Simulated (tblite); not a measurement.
Compound: divinylethylene, C6H8.
SMILES with atom numbers: `[CH2:1]=[CH:2]/[CH:3]=[CH:4]/[CH:5]=[CH2:6]` (hydrogens: H7, H8 on C1; H9 on C2; H10 on C3; H11 on C4; H12 on C5; H13, H14 on C6)

Computed with GFN2-xTB (tblite), gas phase: Langevin dynamics at 300 K from the optimised GFN2-xTB geometry, time step 0.5 fs, friction 0.01 fs⁻¹, 2000 steps.

Start geometry:
```
atom  x, y, z in Å
C1     -2.957    0.902   -0.433
C2     -1.893    0.318    0.114
C3     -0.537    0.598   -0.278
C4      0.537    0.011    0.274
C5      1.893    0.293   -0.117
C6      2.957   -0.289    0.431
H7     -3.960    0.672   -0.119
H8     -2.857    1.634   -1.218
H9     -2.022   -0.415    0.900
H10    -0.402    1.331   -1.064
H11     0.403   -0.721    1.061
H12     2.022    1.025   -0.905
H13     2.856   -1.021    1.215
H14     3.960   -0.058    0.117
```

The statistics below take the 31 frames saved every 25 fs from 250 to 1000 fs; their kinetic temperature (all 3N coordinates) averages 316 K.

Q: How do the bond lengths spread?

A: 
```tsv
bond	start (Å)	mean (Å)	standard deviation (Å)	shortest (Å)	longest (Å)
C1=C2	1.332	1.335	0.016	1.304	1.368
C2–C3	1.439	1.444	0.024	1.397	1.495
C3=C4	1.343	1.343	0.016	1.305	1.372
C4–C5	1.439	1.442	0.031	1.378	1.524
C5=C6	1.331	1.335	0.032	1.275	1.392
C1–H7	1.076	1.082	0.034	1.010	1.157
C1–H8	1.078	1.084	0.037	1.021	1.142
C2–H9	1.083	1.087	0.024	1.044	1.134
C3–H10	1.083	1.084	0.023	1.019	1.129
C4–H11	1.083	1.092	0.033	1.036	1.149
C5–H12	1.083	1.088	0.031	1.041	1.168
C6–H13	1.078	1.087	0.049	1.006	1.177
C6–H14	1.076	1.079	0.023	1.040	1.127
```

Q: Give the same statistics for bond angles, one of each kind among heavy atoms.

A: 
```tsv
angle	start (°)	mean (°)	standard deviation (°)	smallest (°)	largest (°)
C1–C2–C3	123.8	123.5	3.6	116.7	132.3
C2–C3–C4	123.8	123.5	3.1	118.6	129.8
```

Q: How far does each atom move about its mean position (frames aligned on the start, all atoms weighted alike), and what rms force does it feel?

A: 
```json
{"atom": "C1", "rms displacement (Å)": "0.17", "rms force (eV/Å)": "1.82"}
{"atom": "C2", "rms displacement (Å)": "0.13", "rms force (eV/Å)": "1.54"}
{"atom": "C3", "rms displacement (Å)": "0.18", "rms force (eV/Å)": "1.54"}
{"atom": "C4", "rms displacement (Å)": "0.23", "rms force (eV/Å)": "1.73"}
{"atom": "C5", "rms displacement (Å)": "0.18", "rms force (eV/Å)": "2.54"}
{"atom": "C6", "rms displacement (Å)": "0.18", "rms force (eV/Å)": "2.41"}
{"atom": "H7", "rms displacement (Å)": "0.26", "rms force (eV/Å)": "1.14"}
{"atom": "H8", "rms displacement (Å)": "0.35", "rms force (eV/Å)": "1.29"}
{"atom": "H9", "rms displacement (Å)": "0.28", "rms force (eV/Å)": "0.84"}
{"atom": "H10", "rms displacement (Å)": "0.23", "rms force (eV/Å)": "0.88"}
{"atom": "H11", "rms displacement (Å)": "0.31", "rms force (eV/Å)": "1.07"}
{"atom": "H12", "rms displacement (Å)": "0.37", "rms force (eV/Å)": "1.01"}
{"atom": "H13", "rms displacement (Å)": "0.43", "rms force (eV/Å)": "1.62"}
{"atom": "H14", "rms displacement (Å)": "0.29", "rms force (eV/Å)": "0.88"}
```

The displacements run from 0.13 to 0.43 Å, the largest at H13.

Q: Follow the torsions C1–C2–C3–C4 and C3–C4–C5–C6 through every second one of these frames.

A: 
```tsv
t (fs)	C1–C2–C3–C4 (°)	C3–C4–C5–C6 (°)
250	-157	-150
300	-174	-155
350	172	-164
400	173	168
450	-177	163
500	178	179
550	-175	-150
600	-171	-136
650	-149	-171
700	-149	172
750	177	-162
800	172	-177
850	173	161
900	180	151
950	167	154
1000	157	179
```

Largest departure from the start value over all these frames: C1–C2–C3–C4 36° (start 180°), C3–C4–C5–C6 47° (start 180°).

The run is classical and short, so these are rough statistics of one trajectory.

What follows is the cost of the whole dynamics run. Time: 7.0 s wall; peak memory 0.18 GiB. Hardware: one thread of an Arm Neoverse V2, on a shared host.
